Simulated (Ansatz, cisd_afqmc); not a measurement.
System: C$_{2}$H, charge 0, doublet. C2H (SMILES [C]#C, doublet).
B3LYP-D3(BJ)/def2-TZVP minimum from Ansatz (a program for electronic structure):
```xyz
3

C      0.0000     0.0000    -0.4720
C      0.0000     0.0000     0.7280
H      0.0000     0.0000    -1.5362
```
Charge 0, spin multiplicity 2.

Total energies in aug-cc-pVDZ, 9 correlated electrons, 2 frozen orbitals. UHF or UKS for unpaired electrons; spin-orbit terms are left out. Cores are frozen in correlated methods. No relativity. AFQMC/CISD: phaseless, guided by CISD from CCSD amplitudes; bars are statistical, one sigma. Outlying blocks are dropped, and bars are widened where a walk drifts. Over all cases where full CI ran beside it in this data, AFQMC minus full CI had a median of +0.1 mEh and passed +0.4 mEh in a tenth of the cases. The UHF reference of C2H ([C]#C, doublet) is spin-contaminated (<S^2> up to 0.36 over the pure value in the sets run).

| method | program | energy (Eh) | minus CCSDT(Q) (mEh) |
|---|---|---|---|
| HF | Ansatz | -76.15868 | 250.66 |
| MP2 | Ansatz | -76.36078 | 48.57 |
| CCSD | Ansatz | -76.39602 | 13.33 |
| CCSD(T) | Ansatz | -76.40676 | 2.59 |
| CCSDT(Q) | Ansatz | -76.40935 | 0.00 |
| AFQMC/CISD | cisd_afqmc | -76.4071 ± 0.0004 | 2.3 ± 0.4 |

Rough core times of Ansatz's runs on a shared machine: CCSD(T) under 20 s, CCSDT(Q) 40 s.
